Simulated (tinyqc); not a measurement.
Worked calculation (part 2 of 2): UHF in the sto-3g basis, for H2O, spin multiplicity 3. Computed by tinyqc, a small Python program that keeps every step (integrals from PySCF). Command: `OMP_NUM_THREADS=1 python tinyqc.py 21320 21321 out.jsonl` (the two numbers bound the seeds that draw the settings). One thread of a shared host (Intel(R) Xeon(R) Processor @ 2.60GHz), about 0.2 s of CPU time with the checks.

Geometry (angstrom):
```
atom,x,y,z
O,0.00000,0.00000,0.00000
H,0.00000,1.17600,0.70600
H,0.00000,-1.20700,0.72500
```

## Iteration 30 (converged): orbitals

converged F(alpha) (hartree), lower triangle:
```
,1O 1s,1O 2s,1O 2px,1O 2py,1O 2pz,2H 1s,3H 1s
1O 1s,-20.37502
1O 2s,-5.19508,-2.50579
1O 2px,0.00000,0.00000,-0.56875
1O 2py,-0.00225,-0.00121,0.00000,-0.06946
1O 2pz,-0.00472,-0.04322,0.00000,0.03273,-0.49568
2H 1s,-0.45845,-0.49668,0.00000,-0.30755,-0.15540,-0.43872
3H 1s,-0.42229,-0.45777,0.00000,0.27242,-0.13793,-0.10268,-0.44643
```

converged F(beta) (hartree), lower triangle:
```
,1O 1s,1O 2s,1O 2px,1O 2py,1O 2pz,2H 1s,3H 1s
1O 1s,-20.35075
1O 2s,-5.17085,-2.35938
1O 2px,0.00000,0.00000,0.30669
1O 2py,-0.00206,-0.00606,0.00000,-0.40305
1O 2pz,-0.00405,0.01918,0.00000,0.00379,-0.37018
2H 1s,-0.45578,-0.48373,0.00000,-0.28402,-0.18363,-0.00681
3H 1s,-0.42006,-0.44753,0.00000,0.25789,-0.16886,-0.06937,0.07403
```

X:
```
,1,2,3,4,5,6,7
1O 1s,-0.47117,0.05794,0.65162,0.00000,-0.57211,-0.02115,0.29171
1O 2s,0.89730,-0.07990,-0.21767,0.00000,-0.25007,-0.02301,0.52480
1O 2px,0.00000,0.00000,0.00000,1.00000,0.00000,0.00000,0.00000
1O 2py,0.08058,0.80300,-0.00690,0.00000,-0.00380,0.66436,0.02307
1O 2pz,0.30980,-0.02043,0.69331,0.00000,0.64720,-0.00359,0.18889
2H 1s,-0.59113,-0.58896,-0.26754,0.00000,0.22836,0.40641,0.39168
3H 1s,-0.45505,0.67583,-0.28559,0.00000,0.24257,-0.43622,0.35667
```

Diagonalise F' = X^T F X, C = X C', fill 6 alpha and 4 beta electrons from the bottom; D(s) = C_occ C_occ^T. Each column has its largest component positive (the first on a tie).

F' = X^T F X (alpha) (hartree), lower triangle:
```
,1,2,3,4,5,6,7
1,-1.94869
2,0.32777,0.23066
3,3.33603,-0.44685,-7.29529
4,0.00000,0.00000,0.00000,-0.56875
5,-3.27451,0.48915,7.23426,0.00000,-8.30283
6,-0.10072,0.21062,0.32100,0.00000,-0.32530,-0.49100
7,1.94391,-0.29479,-4.98929,0.00000,5.51472,0.24579,-4.80471
```

orbital energies (alpha) (hartree): MO1 -20.38300, MO2 -1.26439, MO3 -0.56875, MO4 -0.53964, MO5 -0.52032, MO6 -0.23279, MO7 0.32828

coefficients C (alpha):
```
,MO1,MO2,MO3,MO4,MO5,MO6,MO7
1O 1s,0.99469,-0.25477,0.00000,0.04509,0.02362,0.07640,-0.00844
1O 2s,0.02203,0.98108,0.00000,-0.21772,-0.11569,-0.41401,0.04700
1O 2px,0.00000,0.00000,1.00000,0.00000,0.00000,0.00000,0.00000
1O 2py,0.00017,0.00088,0.00000,-0.19899,0.41260,0.07984,0.93652
1O 2pz,0.00095,0.05258,0.00000,0.79529,0.32329,-0.53493,0.07561
2H 1s,-0.00297,0.08481,0.00000,0.04250,0.63275,0.62667,-0.58010
3H 1s,-0.00276,0.07221,0.00000,0.45249,-0.40720,0.73498,0.45359
```

F' = X^T F X (beta) (hartree), lower triangle:
```
,1,2,3,4,5,6,7
1,-1.52884
2,0.25949,0.34148
3,3.54467,-0.50035,-7.14035
4,0.00000,0.00000,0.00000,0.30669
5,-3.35475,0.50090,7.20525,0.00000,-8.21206
6,-0.13131,-0.20836,0.32664,0.00000,-0.34867,-0.45820
7,1.83779,-0.28598,-5.08011,0.00000,5.58831,0.22319,-4.59467
```

orbital energies (beta) (hartree): MO1 -20.35790, MO2 -1.12190, MO3 -0.50444, MO4 -0.42526, MO5 0.30669, MO6 0.37838, MO7 0.43847

coefficients C (beta):
```
,MO1,MO2,MO3,MO4,MO5,MO6,MO7
1O 1s,0.99501,-0.25485,0.00830,0.02238,0.00000,0.08402,0.01421
1O 2s,0.02076,0.98639,-0.03988,-0.12103,0.00000,-0.44958,-0.07513
1O 2px,0.00000,0.00000,0.00000,0.00000,1.00000,0.00000,0.00000
1O 2py,0.00017,0.01010,0.84116,-0.07569,0.00000,-0.14852,0.59820
1O 2pz,0.00078,-0.01832,0.05601,0.91688,0.00000,-0.42835,-0.06329
2H 1s,-0.00272,0.08164,0.28048,0.18675,0.00000,0.83482,-0.56700
3H 1s,-0.00251,0.06682,-0.21981,0.19559,0.00000,0.55791,0.84818
```

D(alpha) after iteration 30, lower triangle:
```
,1O 1s,1O 2s,1O 2px,1O 2py,1O 2pz,2H 1s,3H 1s
1O 1s,1.06274
1O 2s,-0.27221,1.19519
1O 2px,0.00000,0.00000,1.00000
1O 2py,0.00682,-0.03660,0.00000,0.21621
1O 2pz,-0.00982,0.06252,0.00000,-0.06753,1.02591
2H 1s,0.04018,-0.25877,0.00000,0.30273,-0.09241,0.80211
3H 1s,0.04579,-0.28491,0.00000,-0.19930,-0.16116,0.22830,0.91598
```

D(beta) after iteration 30, lower triangle:
```
,1O 1s,1O 2s,1O 2px,1O 2py,1O 2pz,2H 1s,3H 1s
1O 1s,1.05555
1O 2s,-0.23377,0.98963
1O 2px,0.00000,0.00000,0.00000
1O 2py,0.00289,-0.01442,0.00000,0.71338
1O 2pz,0.02643,-0.13126,0.00000,-0.02248,0.84414
2H 1s,-0.01700,0.04669,0.00000,0.22262,0.18544,0.12022
3H 1s,-0.01697,0.05095,0.00000,-0.19902,0.16580,-0.01966,0.09104
```

## Convergence

Stop when the energy changes by less than 1e-10 hartree and every element of the error matrix X^T (F D S - S D F) X (for each spin) is below 3e-06.

Course of the cycle:
```
iteration,E (hartree),change,largest element of the error matrix
1,-75.0772610,-,3.71e-01
2,-74.6954008,3.82e-01,4.97e-02
3,-74.6998361,-4.44e-03,4.39e-02
4,-74.7043033,-4.47e-03,3.94e-02
5,-74.7119830,-7.68e-03,3.32e-02
6,-74.7213996,-9.42e-03,2.14e-02
7,-74.7245492,-3.15e-03,1.39e-02
8,-74.7256742,-1.13e-03,9.86e-03
9,-74.7265268,-8.53e-04,3.46e-03
10,-74.7264569,6.99e-05,5.07e-03
11,-74.7266618,-2.05e-04,1.70e-03
12,-74.7266849,-2.30e-05,6.77e-04
13,-74.7266827,2.19e-06,8.35e-04
14,-74.7266813,1.41e-06,9.58e-04
...,...,...,...
17,-74.7266925,-1.64e-06,2.84e-04
18,-74.7266934,-8.81e-07,1.74e-04
19,-74.7266939,-5.43e-07,1.29e-04
20,-74.7266942,-2.18e-07,9.26e-05
21,-74.7266943,-1.00e-07,6.50e-05
22,-74.7266943,-4.34e-08,4.57e-05
23,-74.7266943,-1.77e-08,3.20e-05
24,-74.7266943,-7.44e-09,2.22e-05
25,-74.7266943,-3.40e-09,1.45e-05
26,-74.7266943,-1.51e-09,9.35e-06
27,-74.7266943,-6.54e-10,6.19e-06
28,-74.7266943,-2.76e-10,4.10e-06
29,-74.7266943,-1.17e-10,2.71e-06
30,-74.7266943,-5.09e-11,1.79e-06
```

PySCF UHF in the same basis, after a stability check = -74.7266943 hartree

Converged in 30 iterations.

## Populations, bond orders and dipole

overlap S, lower triangle:
```
,1O 1s,1O 2s,1O 2px,1O 2py,1O 2pz,2H 1s,3H 1s
1O 1s,1.00000
1O 2s,0.23670,1.00000
1O 2px,0.00000,0.00000,1.00000
1O 2py,0.00000,0.00000,0.00000,1.00000
1O 2pz,0.00000,0.00000,0.00000,0.00000,1.00000
2H 1s,0.02045,0.24899,0.00000,0.20531,0.12326,1.00000
3H 1s,0.01885,0.23387,0.00000,-0.19465,0.11692,0.06146,1.00000
```

Mulliken: Z minus the diagonal of D S on the atom; Loewdin: the same with S^(1/2) D S^(1/2); Mayer order: 2 sum_s sum (D(s) S)_ij (D(s) S)_ji over the two atoms.

Charges (e):
```
atom,Mulliken,Loewdin,Mulliken spin
1O,0.04589,0.07623,0.67092
2H,-0.00214,-0.01753,0.60444
3H,-0.04375,-0.05870,0.72463
```

Mayer bond orders:
```
pair,order
2-1,0.58805
3-1,0.42640
3-2,0.04659
```

dipole moment about the origin, x y z (debye): 0.00000  0.32376  0.02496

<S^2> of the determinant (pure state: 2) = 2.21653
